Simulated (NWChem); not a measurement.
Molecule: carbonyl sulfide (COS); SMILES O=C=S

```xyz
3

O     -1.6765     0.0270     0.0223
C     -0.5204     0.0083     0.0069
S      1.0432    -0.0168    -0.0139
```
Atoms are numbered in this order, from 1.

Computed with NWChem. Structure relaxed at the PBE0/def2-SVP level. Level: PBE0/def2-SVP with SMD (1 M gas to 1 M solution), gas-phase geometry.

```tsv
solvent	dielectric constant	solvation free energy (kcal/mol)	cavity-dispersion-structure term (kcal/mol)	dipole in solution (D)
water	78.4	2.3	3.5	0.62
chloroform	4.71	-0.1	0.6	0.56
dimethyl sulfoxide	46.8	-0.4	0.1	0.57
cyclohexanone	15.6	-0.7	-0.2	0.57
```
